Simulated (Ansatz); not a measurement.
# CH3NSi: the cost of one run

Program: Ansatz 0.2.0. Level of theory: RKS PBE0-D4/STO-3G. These are calculated values, not measurements.

## (1) The structure to begin with

Bond lengths: C1–N2 1.212 Å, C1–Si3 1.768 Å, N2–Si3 1.829 Å, C1–H4 1.038 Å, Si3–H5 1.503 Å, Si3–H6 1.503 Å. Angles: C1–N2–Si3 67.6°, N2–C1–Si3 73.0°, N2–C1–H4 138.0°, Si3–C1–H4 148.9°, C1–Si3–N2 39.3°, C1–Si3–H5 119.1°, C1–Si3–H6 120.2°, N2–Si3–H5 104.6°, N2–Si3–H6 105.1°, H5–Si3–H6 115.4°.

Structure file:

```xyz
6

C    -0.4118   -0.9813   -0.1186
N     0.7376   -0.8962    0.2569
Si   -0.0250    0.7420   -0.0281
H    -1.0951   -1.7283   -0.3466
H     0.8080    1.3630   -1.1135
H     0.0284    1.4367    1.3036
```

## (2) End point A

input.yaml reads:

```yaml
crystal:
  periodic: [false, false, false]
  atoms:
    - { symbol: C, position_ang: [-0.4118, -0.9813, -0.1186] }
    - { symbol: "N", position_ang: [0.7376, -0.8962, 0.2569] }
    - { symbol: Si, position_ang: [-0.025, 0.742, -0.0281] }
    - { symbol: H, position_ang: [-1.0951, -1.7283, -0.3466] }
    - { symbol: H, position_ang: [0.808, 1.363, -1.1135] }
    - { symbol: H, position_ang: [0.0284, 1.4367, 1.3036] }
basis:
  gaussian: { orbitals: STO-3G }
hamiltonian:
  xc: pbe0
  dispersion: d4
relax:
  f_tol: 0.02
  max_steps: 50
output:
  orbitals: {}
```

Started as:

```bash
$ ansatz run input.yaml --threads 1 --pin off --max-ram 2048MiB --backend cpu --events-out ev --progress --plain --runs-dir out
```

What time and memory should one allow on 1 thread of Arm Neoverse V2, shared host?

About 7.1 s, with a peak of 0.11 GiB.
